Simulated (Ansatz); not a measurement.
# C3H5NO: up Jacob's ladder to CCSD(T)

How much do the methods differ for C3H5NO? The plan is to run it at one geometry with functionals of several rungs and with coupled cluster, and see how far each lands from CCSD(T) at the basis-set limit for the atomisation energy.

Computed with Ansatz 0.2.0, Gaussian basis. Level: functionals in def2-TZVPP, the program's frozen cores in correlated methods.

Plan: LDA (SPW92), PBE-D4, revPBE-D4, BLYP-D4, r2SCAN-D4, B97M-V, PBE0-D4, B3LYP-D4, r2SCANh-D4, r2SCAN0-D4, HSE06-D4, BHLYP-D4, CAM-B3LYP-D4, LC-ωPBE, ωB97X-V, ωB97M-V, B2PLYP, PBE-QIDH; CCSD(T)/def2-SVP; CCSD(T)/def2-TZVPP; MP2/def2-QZVPP; extrapolation to the limit; RPA on PBE.

### Step 1. The relaxed structure

The geometry comes from an earlier relaxation with PBE0-D4 in a triple-zeta def2 set; it is a stationary point, not always the lowest conformer.

SMILES `COC=C=N`, 10 atoms, charge 0, spin multiplicity 1.

Atoms are counted from 1 here; the program's logs count them from 0.

Bond lengths: C1–O2 1.413 Å, C1–H6 1.090 Å, C1–H7 1.095 Å, C1–H8 1.097 Å, O2–C3 1.369 Å, C3–C4 1.311 Å, C3–H9 1.087 Å, C4–N5 1.222 Å, N5–H10 1.021 Å. Angles: O2–C1–H6 106.9°, O2–C1–H7 111.2°, O2–C1–H8 111.1°, H6–C1–H7 109.6°, H6–C1–H8 109.2°, H7–C1–H8 108.9°, C1–O2–C3 112.6°, O2–C3–C4 121.5°, O2–C3–H9 118.5°, C4–C3–H9 120.0°, C3–C4–N5 175.6°, C4–N5–H10 114.9°.

### Step 2. LDA

This LDA is Slater exchange with PW92 correlation.

in.yaml

```yaml
crystal:
  periodic: [false, false, false]
  atoms:
    - {symbol: C, position_ang: [-0.834294, -0.255415, 1.514087]}
    - {symbol: O, position_ang: [-0.049167, 0.609273, 0.719622]}
    - {symbol: C, position_ang: [0.672729, -0.060181, -0.232235]}
    - {symbol: C, position_ang: [0.576036, 0.243774, -1.504074]}
    - {symbol: N, position_ang: [0.439084, 0.447571, -2.700680]}
    - {symbol: H, position_ang: [-1.322649, 0.363158, 2.266686]}
    - {symbol: H, position_ang: [-1.591659, -0.767908, 0.911326]}
    - {symbol: H, position_ang: [-0.210796, -1.006692, 2.014672]}
    - {symbol: H, position_ang: [1.380504, -0.819030, 0.092663]}
    - {symbol: H, position_ang: [1.023315, 1.194349, -3.079166]}
basis:
  gaussian: {orbitals: def2-TZVPP}
hamiltonian: {xc: lda}
output: {orbitals: {seedname: orbitals}}
```

On the command line:

```
ansatz run in.yaml --threads 2 --pin off --events-out ev --progress --plain --max-ram 4352MiB
```

The runs that follow: PBE-D4 (GGA); revPBE-D4 (GGA); BLYP-D4 (GGA); r2SCAN-D4 (meta-GGA); B97M-V (meta-GGA); B3LYP-D4 (hybrid); r2SCANh-D4 (hybrid); r2SCAN0-D4 (hybrid); HSE06-D4 (hybrid); BHLYP-D4 (hybrid); CAM-B3LYP-D4 (range-separated); LC-ωPBE (range-separated); ωB97X-V (range-separated); ωB97M-V (range-separated); B2PLYP (double hybrid); PBE-QIDH (double hybrid); CCSD(T) in def2-SVP; CCSD(T) in def2-TZVPP; MP2 in def2-QZVPP; RPA on PBE orbitals.

Q: Predict the results of all the runs planned. Wanted: atomisation energy, CCSD(T)/CBS; farthest beyond LDA; mean size of error, GGA; mean size of error, meta-GGA; mean size of error, hybrid; mean size of error, range-separated; mean size of error, double hybrid; gap, smallest and largest; T1 diagnostic.

As calculated:

| quantity | value |
| --- | --- |
| atomisation energy, CCSD(T)/CBS | 961.6 kcal/mol |
| functionals within 4.8 kcal/mol (0.5 %) | r2SCANh-D4, LC-ωPBE, ωB97X-V, B2PLYP, PBE-QIDH |
| farthest beyond LDA | PBE-D4 (+44.6 kcal/mol) |
| mean size of error, GGA | 25.6 kcal/mol |
| mean size of error, meta-GGA | 6.2 kcal/mol |
| mean size of error, hybrid | 15.2 kcal/mol |
| mean size of error, range-separated | 6.6 kcal/mol |
| mean size of error, double hybrid | 4.0 kcal/mol |
| gap, smallest and largest | 3.28 eV (LDA (SPW92)), 10.84 eV (LC-ωPBE) |
| T1 diagnostic | 0.0136 |
| triples share of the correlation energy | 4.3 % |

In words: LDA overbinds by 174.3 kcal/mol (18 %). PBE-D4 misses by +44.6 kcal/mol. Double hybrids carry the basis error of their MP2 part in triple zeta, and no dispersion term here, so their miss is partly the set-up's. Taken by rung, double hybrid functionals do best (4.0 kcal/mol on average) and GGA ones worst beyond LDA (25.6 kcal/mol). The gap between the best rungs is small, so their order is not settled. The reference freezes the cores and leaves out relativity and excitations past (T), so misses under about 4.8 kcal/mol can't be ranked. Hartree-Fock recovers 68 % of the binding; the rest is correlation. CCSD(T) in def2-SVP is off by -49.2 kcal/mol, which most functionals beat. The gap grows from 3.3 to 10.8 eV across the functionals, mostly with the share of exact exchange.
